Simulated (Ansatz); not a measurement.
Species: CH₂Cl (charge 0, doublet). It need not be the lowest isomer of its formula. 
Coordinates optimised at B3LYP-D3(BJ)/def2-TZVP (Ansatz, an electronic-structure program):
```
C
H 1 1.0768
H 1 1.0768 2 124.26
Cl 1 1.6978 2 117.87 3 180.00
```
Charge 0, spin multiplicity 2.

Basis-set convergence of Hartree-Fock and CCSD correlation energies (hartree) with Ansatz. Valence correlation only, unless marked. Open shells are spin-unrestricted. No spin-orbit coupling. No relativistic terms.

```json
[
 {"basis": "cc-pV(D+d)Z", "functions": "47", "E(HF)": "-498.48864", "E(corr, CCSD)": "-0.28862"},
 {"basis": "cc-pV(T+d)Z", "functions": "97", "E(HF)": "-498.51663", "E(corr, CCSD)": "-0.36889"},
 {"basis": "cc-pV(Q+d)Z", "functions": "179", "E(HF)": "-498.52303", "E(corr, CCSD)": "-0.39483"}
]
```

Extrapolating the two largest sets (X = 3 and 4) as X^-3: E(corr) = (64·(-0.39483) - 27·(-0.36889))/37 = -0.4138 Eh, an estimate of the basis-set limit. The largest set recovers 95.4 % of it, the smallest 69.8 %.
